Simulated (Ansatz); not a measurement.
Reaction: C2H2O2 (SMILES C(=O)C=O) → 2 CHO (SMILES O=[CH], doublet) (the C-C bond breaks)
Each species at its own B3LYP-D3(BJ)/def2-TZVP minimum (Ansatz, a program for electronic structure), one conformer.

Total energies in hartree (Ansatz). UHF or UKS for unpaired electrons; spin-orbit terms are left out. Cores are frozen in correlated methods. No relativity. The restricted determinant of C2H2O2 (O=CC=O, singlet) is unstable towards broken spin symmetry in at least one set run.

```tsv
species	HF/cc-pVTZ	CCSD(T)/cc-pVTZ	HF/cc-pVQZ	CCSD(T)/cc-pVQZ	CCSD(T)/cc-pVDZ	CCSDT(Q)/cc-pVDZ
1: C2H2O2 (SMILES O=CC=O)	-226.67672	-227.48716	-226.69387	-227.55613	-227.26591	-227.26897
2: CHO (SMILES [CH]=O, doublet)	-113.29288	-113.68392	-113.30180	-113.71777	-113.57564	-113.57742
```

### Question
Work out the bond dissociation energy (electronic) in kcal/mol: take Hartree-Fock from cc-pVQZ, extrapolate the CCSD(T) correlation energy as X^-3 (X = 3, 4), and add CCSDT(Q) - CCSD(T) in cc-pVDZ. 1 hartree = 627.51 kcal/mol.

### Answer

Species 1: correlation (64·(-0.86226) - 27·(-0.81044))/37 = -0.90007; step -0.00306; E1 = -226.69387 + (-0.90007) + (-0.00306) = -227.59700
Species 2: correlation (64·(-0.41597) - 27·(-0.39104))/37 = -0.43416; step -0.00178; E2 = -113.30180 + (-0.43416) + (-0.00178) = -113.73774
-1·E1 +2·E2 = 0.12152 hartree = 76.3 kcal/mol.
